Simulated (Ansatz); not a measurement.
C$_{3}$H$_{4}$F$_{2}$O, SMILES `FC(F)C1CO1` at its PBE0-D4/def2-TZVP geometry, where that method's forces vanish. The species carries charge 0 and has multiplicity 1.

```xyz
10

F     1.4293    1.1310    1.1484
C     0.5903    0.0656    1.0761
F    -0.5561    0.3950    1.7109
C     0.3434   -0.2549   -0.3712
C    -0.9019    0.1091   -1.0328
O    -0.6447   -1.2268   -0.6217
H     1.0477   -0.7685    1.6191
H     1.2585   -0.3483   -0.9533
H    -0.8949    0.2727   -2.1067
H    -1.6717    0.6250   -0.4688
```

(1) What forces (eV/Å) does B3LYP-D4/def2-TZVPP give on these atoms in the Gaussian-basis code of Ansatz? (An estimate is asked.)

Answers

(1) The calculation gave: 
```
F1   0.278  0.341  0.033
C2   0.168 -0.447 -0.046
F3  -0.357  0.097  0.221
C4   0.362  0.128 -0.047
C5  -0.230  0.373 -0.198
O6  -0.166 -0.532  0.024
H7  -0.030  0.058 -0.031
H8  -0.050  0.007  0.043
H9  -0.019  0.003  0.069
H10  0.045 -0.028 -0.066
```

B3LYP here is the variant with VWN-RPA as its local correlation; programs differ in this.
